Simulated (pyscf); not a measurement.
## Addition: vinyl chloride (H₂C=CH–Cl) + methyl (CH₃•) -> •H₂C–CH(CH₃)–Cl

Gas phase, doublet surface, charge 0. Bonds broken: none. Bonds formed: C2–C7. Structures and frequencies: ωB97X-D3(BJ)/def2-SVP in PySCF.

Transition state (Å):

```xyz
10

C      0.8706    -1.0388    -0.4764
C      1.1278    -0.0898     0.4575
Cl     1.6989    -0.5388     2.0450
H      0.6392    -0.7383    -1.5017
H      0.8133    -2.0971    -0.2106
H      1.3640     0.9432     0.1931
C     -0.9123     0.7118     1.1192
H     -1.3083    -0.2064     1.5604
H     -0.5624     1.4792     1.8159
H     -1.3719     1.0535     0.1871
```

One imaginary mode, 557i cm⁻¹; descent along it reached the two sides named.

| bond | change | reactant side (Å) | saddle | product side |
|---|---|---|---|---|
| C2–C7 | forms | 3.7 | 2.290 | 1.527 |

Electronic energies relative to the separated reactants (kcal/mol):

| level | barrier | reaction energy | reverse barrier |
|---|---|---|---|
| ωB97X-D3(BJ)/def2-TZVP | 6.6 | -32.5 | 39.0 |
| PBE/def2-TZVP | 4.9 | -29.6 | 34.4 |
| r²SCAN/def2-TZVP | 5.2 | -30.7 | 35.9 |
| B3LYP-D3(BJ)/def2-TZVP | 5.7 | -28.8 | 34.5 |
| PBE0-D3(BJ)/def2-TZVP | 5.2 | -33.4 | 38.7 |
| M06-2X/def2-TZVP | 7.7 | -30.8 | 38.5 |
| ωB97M-D3(BJ)/def2-TZVP | 7.6 | -30.0 | 37.6 |
| HF/def2-TZVP | 13.8 | -24.3 | 38.0 |

With ωB97M-D3(BJ)/def2-TZVP energies and thermal terms (ideal gas, 1 atm, RRHO with modes under 100 cm⁻¹ raised to 100, one conformer, R ln 2 for chiral ones without a mode under 150 cm⁻¹), in kcal/mol:

```tsv
T (K)	ΔH‡	ΔG‡	ΔH	ΔG
298	8.6	18.5	-26.3	-16.1
600	8.9	28.4	-26.3	-5.8
900	9.4	38.0	-25.6	+4.3
1200	9.9	47.5	-24.7	+14.2
```

From the product side, H₂C=CH–CH₃ + Cl• lies, by one bond made or cut, 17.8 kcal/mol under this saddle at ωB97M-D3(BJ)/def2-TZVP. •H₂C–CH(CH₃)–Cl lies 6.2 kcal/mol over its isomer H₃C–C•(CH₃)–Cl (electronic energy, ωB97M-D3(BJ)/def2-TZVP). One saddle was located; it need not be the lowest between these sides.
